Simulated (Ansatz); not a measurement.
A structure drawn as `CC(Cl)C=N`, with this starting geometry:

Cartesian coordinates in Å:
```
C -0.463 -1.297 -0.063
C 0.461 -0.152 -0.540
Cl 0.073 0.280 -2.208
C 0.260 1.156 0.252
N -0.431 1.190 1.357
H -1.456 -1.053 -0.100
H -0.159 -1.587 0.932
H -0.270 -2.157 -0.744
H 1.504 -0.455 -0.572
H 0.869 1.975 -0.051
H -0.388 2.100 1.737
```

The species carries charge 0 and has multiplicity 1.

Q: Relax it with Ansatz at PBE-D4/def2-SVP and then PBE0-D4/def2-TZVP. Is the drawn bonding still there?

A: Yes, every drawn bond is still there and no new one forms.

Q: Give the relaxed structure. (Best estimate.)

A: Ansatz gave: 
Z-matrix (Å, degrees):
```
C
C 1 1.505
H 1 1.090 2 110.3
H 1 1.090 2 110.6 3 -121.1
H 1 1.092 2 109.3 3 120.3
Cl 2 1.802 1 111.0 3 58.7
C 2 1.500 1 114.9 3 179.6
H 2 1.094 1 111.1 3 -56.8
N 7 1.261 2 121.1 1 6.1
H 7 1.096 2 114.6 1 -174.0
H 9 1.019 7 111.0 2 179.4
```
No frequency check was run.

Atoms count as bonded under 1.1 times the sum of their covalent radii (H–H under 0.85 Å, pairs among N, O and F under 1.55 Å), and a drawn bond as lost past 1.3 times.
